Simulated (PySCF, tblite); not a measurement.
A complex of fluoride and 3 × ammonia

A gas-phase complex of fluoride and 3 × ammonia; charge -1, singlet. The structure comes from a short search (6 tight-binding starts) and was relaxed by PBE0-D3(BJ)/def2-SVPD; another way of binding may lie lower. No frequency run checks that it is a minimum.

| part | name | SMILES | atoms | charge | multiplicity |
| --- | --- | --- | --- | --- | --- |
| 1 | fluoride | [F-] | 1 | -1 | 1 |
| 2 | ammonia | N | 2–5 | 0 | 1 |
| 3 | ammonia | N | 6–9 | 0 | 1 |
| 4 | ammonia | N | 10–13 | 0 | 1 |

Coordinates in Å:
```
F1      0.028   -1.143   -1.577
N2     -1.140   -2.289    0.666
H3     -0.823   -1.796   -0.196
H4     -0.284   -2.383    1.210
H5     -1.355   -3.236    0.361
N6      2.324   -2.027   -0.373
H7      2.531   -2.894   -0.863
H8      1.431   -1.677   -0.797
H9      3.042   -1.371   -0.672
N10     1.431   -0.005   -3.634
H11     2.289   -0.552   -3.625
H12     1.696    0.904   -3.259
H13     0.826   -0.438   -2.896
```

```csv
contact,kind (by geometry),distance (Å),angle (°)
H8···F1,hydrogen bond,1.692,176
H13···F1,hydrogen bond,1.695,173
H3···F1,hydrogen bond,1.749,168
```

Interaction energies are complex less parts, with the parts frozen as they stand in it; counterpoise-corrected, in kcal/mol (PySCF).

Problem. Give the interaction energy at each level run.

Solution. 
```
                  level  interaction  superposition error removed
wB97M-D3(BJ)/def2-TZVPD       -41.93                        -0.43
 PBE0-D3(BJ)/def2-TZVPD       -44.21                        -0.38
      RI-MP2/def2-TZVPD       -39.51                        -2.16
```

Problem. What holds them together? Decompose the wB97M-D3(BJ)/def2-TZVPD energy: frozen parts, their antisymmetrised product, then relaxation.

Solution. electrostatic -65.4, Pauli repulsion +61.1, orbital relaxation -35.4, dispersion correction -2.7 kcal/mol, which sum to the value before the counterpoise correction; the Pauli term holds the exchange-correlation of the frozen density too. Of the attraction, 63 % is electrostatic, 34 % is orbital relaxation, 3 % is dispersion correction.

Problem. Are the pair energies additive?

Solution. The pairs sum to -48.40 kcal/mol (1–2 -15.8, 1–3 -16.1, 1–4 -16.1, 2–3 -0.6, 2–4 0.1, 3–4 0.0); the rest of +6.47 is a many-body weakening.

The parts were also relaxed and run alone, at the levels used for the complex: shieldings by PBE0/aug-pcSseg-2; core levels by delta-SCF with SCAN, aug-pcX-2 on the ionised atom and aug-pcseg-1 elsewhere, spin-free X2C.

Problem. What does binding change?

Solution. 
| property | alone | in the complex | change |
| --- | --- | --- | --- |
| N6–H8 bond (Å) | 1.016 | 1.048 | +0.032 |
| shielding of H8 (ppm) | 31.43 | 23.24 | -8.19 |
| shielding of F1 (ppm) | 479.9 | 306.6 | -173.3 |
| shielding of H13 (ppm) | 31.43 | 23.61 | -7.82 |
| shielding of N6 (ppm) | 261.0 | 252.9 | -8.1 |
| F1 1s core level (eV) | 680.05 | 682.72 | +2.67 |
| N6 1s core level (eV) | 405.54 | 400.23 | -5.31 |
| N10 1s core level (eV) | 405.54 | 400.21 | -5.33 |

Density functionals tend to overstate the lengthening and the red shift of so strongly bound an X–H bond.
